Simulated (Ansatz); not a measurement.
Reaction (SMILES): P#P (P2) → P2+ (doublet, bonded as P#P) + e-
B3LYP-D3(BJ)/def2-TZVP geometries, fixed; electronic energies without zero-point terms.
Largest species:
```
P
P 1 1.8895
```
Charge 0, spin multiplicity 1.

Basis-set convergence of the adiabatic ionisation energy at r2SCAN with Ansatz (a quantum-chemistry and plane-wave program). Cartesian d functions, on some or all atoms, in 6-31G**, 6-31+G*, 6-311G**, 6-311+G**; all else is spherical. The program fits the integrals of some runs and decomposes those of others, by size. Open shells are unrestricted. No added dispersion term, no relativity. Functions are those of the species that has most. Reference: the value in aug-cc-pV(5+d)Z, 10.403 eV, itself unsure by roughly 0.002 eV (its mean distance from pcseg-4, aug-pcseg-3, aug-cc-pV(Q+d)Z). Deviations are taken from unrounded values.

```tsv
basis	functions	adiabatic ionisation energy (eV)	minus reference (eV)
STO-3G	18	7.397	-3.007
3-21G	26	10.832	0.429
6-31G	26	10.680	0.276
6-31G**	38	10.538	0.135
6-31+G*	46	10.540	0.136
6-311G**	54	10.542	0.139
6-311+G**	62	10.544	0.141
6-311++G(2d,2p)	70	10.430	0.027
6-311++G(3df,3pd)	94	10.435	0.032
```

The smallest set listed that lies within 0.05 eV of the reference with all its larger relatives (same family, alike in diffuse functions; a set with none counts only in the reference's own line) is 6-311++G(2d,2p) (70 functions, 0.027 eV off).
